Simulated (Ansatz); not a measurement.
System: B20 (FeSi-type) FeSi. Method: r²SCAN0 (Ansatz, a first-principles code, plane waves, PAW).

Settings: plane-wave cutoff 520 eV, 6×6×6 k mesh, Fermi–Dirac smearing 0.01 eV, no spin polarisation, scalar-relativistic PAW data made under PBE.

Cell (measured lattice):

```
FeSi
1.0
   -4.48688     0.00000     0.00000
    0.00000    -4.48688     0.00000
    0.00000     0.00000     4.48688
Fe Si
4 4
Cartesian
 -3.87433  -2.85599   1.63089
 -1.63089  -3.87433   2.85599
 -0.61255  -0.61255   0.61255
 -2.85599  -1.63089   3.87433
 -0.70713  -1.53631   2.95057
 -2.95057  -0.70713   1.53631
 -3.77975  -3.77975   3.77975
 -1.53631  -2.95057   0.70713
```

Q: Predict the band gap, smallest direct gap on the k points sampled and Γ–Γ gap.

A: 
- band gap = 2.44 eV (indirect)
- smallest direct gap on the k points sampled = 2.48 eV
- Γ–Γ gap = 3.38 eV

Measured, for comparison: band gap 0.05 eV (temperature not stated, no zero-point or thermal correction, indirect, transport; lower end of the printed range; as tabulated in Tomczak (2018), arXiv:1802.07220). Computed (rounded) less measured: band gap +2.39 eV.

Note: cell and atoms aren't relaxed at this level (largest force component 0.15 eV/Å, pressure -20.5 GPa).

The computed numbers hold no vibrational or temperature effects.
